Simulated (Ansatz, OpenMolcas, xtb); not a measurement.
# BH2Cl (SMILES BCl): the dipole moment, rung by rung

The species is BH2Cl (4 atoms), meant as a singlet with charge 0. As SMILES, `BCl`. The shape is that of a PBE0-D4/def2-TZVP optimisation.

Quantity: the dipole moment, in D. The values are calculated.

```json
{"level": "GFN2-xTB", "kind": "semi-empirical", "program": "xtb", "value (D)": "1.04", "CPU time": "under 2 s"}
{"level": "GFN0-xTB", "kind": "semi-empirical", "program": "xtb", "value (D)": "1.24", "CPU time": "under 2 s"}
{"level": "GFN1-xTB", "kind": "semi-empirical", "program": "xtb", "value (D)": "0.83", "CPU time": "under 2 s"}
{"level": "HF/def2-TZVP", "kind": "Hartree–Fock", "program": "OpenMolcas", "value (D)": "0.88", "CPU time": "6.5 s"}
{"level": "B3LYP/def2-TZVP", "kind": "global hybrid", "program": "OpenMolcas", "value (D)": "?", "CPU time": "18 s"}
{"level": "BHLYP/def2-TZVP", "kind": "global hybrid", "program": "OpenMolcas", "value (D)": "0.68", "CPU time": "17 s"}
{"level": "M06-2X/def2-TZVP", "kind": "hybrid meta-GGA", "program": "OpenMolcas", "value (D)": "0.68", "CPU time": "22 s"}
{"level": "PBE0/def2-TZVP", "kind": "global hybrid", "program": "OpenMolcas", "value (D)": "?", "CPU time": "18 s"}
{"level": "CCSD(T)/def2-TZVP", "kind": "coupled cluster or CI", "program": "Ansatz", "value (D)": "0.55", "CPU time": "29 s"}
```

Q: Estimate what the levels marked ? give.

A: As computed at these levels: B3LYP/def2-TZVP: 0.51 D; PBE0/def2-TZVP: 0.54 D. The values span 0.51 to 1.24 D. Magnitudes only: a small dipole may point the other way at some levels. CPU times are rough (shared hosts, several kinds of processor): they show what a rung costs within a factor of a few.
